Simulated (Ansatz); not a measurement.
**C2H4N− (SMILES [CH-]=CN): functionals against CCSD(T) at one geometry**

How do the functionals fare away from a minimum? The structure is a structure displaced at random from a GFN2-xTB minimum.

Program: Ansatz 0.2.0, Gaussian basis. Level of theory: single points in def2-TZVPPD. These are calculated values, not measurements.

Cores are frozen in the correlated methods.

## Step 1: The starting structure

SMILES `[CH-]=CN`, 7 atoms, charge -1, spin multiplicity 1.

Atoms are counted from 1 here; the program's logs count them from 0.

Bond lengths: C1–C2 1.383 Å, C1–H4 1.166 Å, C2–N3 1.414 Å, C2–H5 1.068 Å, N3–H6 1.085 Å, N3–H7 0.984 Å. Angles: C2–C1–H4 100.4°, C1–C2–N3 121.6°, C1–C2–H5 143.6°, N3–C2–H5 94.5°, C2–N3–H6 114.8°, C2–N3–H7 106.3°, H6–N3–H7 95.8°.

As a file:

```
C    -0.9635   -0.8686   -0.6768
C    -0.2276    0.2229   -0.2512
N     1.0020    0.0667    0.4288
H    -1.8204   -0.3324   -1.2572
H    -0.1607    1.2879   -0.3020
H     0.9997    0.4106    1.4576
H     1.0792   -0.8908    0.6437
```

## Step 2: CCSD(T)/def2-TZVPPD

Input file run/in.yaml:

```yaml
crystal:
  periodic: [false, false, false]
  atoms:
    - {symbol: C, position_ang: [-0.963500, -0.868600, -0.676800]}
    - {symbol: C, position_ang: [-0.227600, 0.222900, -0.251200]}
    - {symbol: N, position_ang: [1.002000, 0.066700, 0.428800]}
    - {symbol: H, position_ang: [-1.820400, -0.332400, -1.257200]}
    - {symbol: H, position_ang: [-0.160700, 1.287900, -0.302000]}
    - {symbol: H, position_ang: [0.999700, 0.410600, 1.457600]}
    - {symbol: H, position_ang: [1.079200, -0.890800, 0.643700]}
basis:
  gaussian: {orbitals: "def2-TZVPPD.json"}
total_charge: -1
correlation: {method: ccsd_t}
output: {forces: true}
```

The basis file named in the input lies beside it (Basis Set Exchange, JSON).

No record of the launch command was kept for these runs.

## Step 3: PBE0-D4/def2-TZVPPD

Changes to run/in.yaml since step 2:

```diff
@@ -13,3 +13,3 @@
 total_charge: -1
-correlation: {method: ccsd_t}
-output: {forces: true}
+hamiltonian: {xc: pbe0, dispersion: d4}
+output: {forces: true, orbitals: {seedname: orbitals}}
```

## Step 4: wB97M-V/def2-TZVPPD

Changes to run/in.yaml since step 3:

```diff
@@ -13,3 +13,3 @@
 total_charge: -1
-hamiltonian: {xc: pbe0, dispersion: d4}
-output: {forces: true, orbitals: {seedname: orbitals}}
+hamiltonian: {xc: {name: wB97M-V}}
+output: {forces: true}
```

## Step 5: r2SCAN-D4/def2-TZVPPD

Changes to run/in.yaml since step 4:

```diff
@@ -13,3 +13,3 @@
 total_charge: -1
-hamiltonian: {xc: {name: wB97M-V}}
+hamiltonian: {xc: r2scan, dispersion: d4}
 output: {forces: true}
```

## Step 6: PBE-D4/def2-TZVPPD

Changes to run/in.yaml since step 5:

```diff
@@ -13,3 +13,3 @@
 total_charge: -1
-hamiltonian: {xc: r2scan, dispersion: d4}
+hamiltonian: {xc: pbe, dispersion: d4}
 output: {forces: true}
```

## Step 7: wB97X-V/def2-TZVPPD

Changes to run/in.yaml since step 6:

```diff
@@ -13,3 +13,3 @@
 total_charge: -1
-hamiltonian: {xc: pbe, dispersion: d4}
+hamiltonian: {xc: {name: wB97X-V}}
 output: {forces: true}
```

## Step 8: SPW92/def2-TZVPPD

Changes to run/in.yaml since step 7:

```diff
@@ -13,3 +13,3 @@
 total_charge: -1
-hamiltonian: {xc: {name: wB97X-V}}
+hamiltonian: {xc: lda}
 output: {forces: true}
```

(Steps that only read results are left out.)

Before running it: what results should come out? Wanted: RMS force component; RMS force error; HOMO and LUMO, PBE0-D4; T1 diagnostic.

As calculated:

| quantity | value |
| --- | --- |
| RMS force component | 1.394 to 1.534 eV/Å over the methods |
| RMS force error | PBE0-D4 0.246, wB97M-V 0.238, r2SCAN-D4 0.190, PBE-D4 0.258, wB97X-V 0.213, SPW92 0.475 eV/Å |
| HOMO and LUMO, PBE0-D4 | 0.16 and 4.43 eV |
| T1 diagnostic | 0.017 |

In words: On forces the order runs from r2SCAN-D4 to SPW92. Frozen-core CCSD(T) forces in triple zeta carry basis errors of their own, and this is one geometry, so small gaps rank nothing.
